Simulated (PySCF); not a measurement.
Simulated outer-valence photoelectron spectrum of `O=S(F)F`. Method: EOM-IP-CCSD/aug-cc-pVDZ in PySCF, restricted Hartree–Fock reference, 8 core orbitals frozen, non-relativistic, gas phase, PBE0-D3(BJ)/def2-SVP geometry.

Each root has a Gaussian of 0.4 eV full width with its one-hole share as area; cross sections and vibrations are left out, and the highest printed point is 100.

ionisation energy (eV), intensity and a bar:
```
     12.0          2 #
     12.2         25 ########
     12.4         66 ####################
     12.6         43 #############
     12.8          7 ##
     13.0          0 
     13.2          1 
     13.4         10 ###
     13.6         50 ###############
     13.8         61 ##################
     14.0         19 ######
     14.2          2 #
     14.4         13 ####
     14.6         55 #################
     14.8         58 #################
     15.0         15 ####
     15.2          1 
     15.4          6 ##
     15.6         38 ###########
     15.8         66 ####################
     16.0         29 #########
     16.2         13 ####
     16.4         54 ################
     16.6        100 ##############################
     16.8         85 ##########################
     17.0         30 #########
     17.2          3 #
     17.4          0 
     17.6          0 
     17.8          5 #
     18.0         35 ###########
     18.2         66 ####################
     18.4         31 #########
     18.6          4 #
```

Where are the maxima, and how many lines lie under the curve?

6 maxima, at 12.4, 13.7, 14.7, 15.8, 16.7 and 18.2 eV, from 7 lines. At this width some lines have no maximum of their own.

List the lines with their holes.

```tsv
E (eV)	leading hole (HF orbital)	area	Koopmans (eV)
12.44	HOMO	0.95	13.68
13.73	HOMO-1	0.94	15.25
14.71	HOMO-2	0.95	16.59
15.78	HOMO-3	0.94	18.53
16.53	HOMO-5	0.94	19.46
16.78	HOMO-4	0.93	19.22
18.19	HOMO-6	0.93	20.85
```

The widest gap, 1.41 eV, lies between 16.78 and 18.19 eV. Only orbitals with −ε under 21 eV, eight at most, were ionised, so the high end of the curve may lack lines.
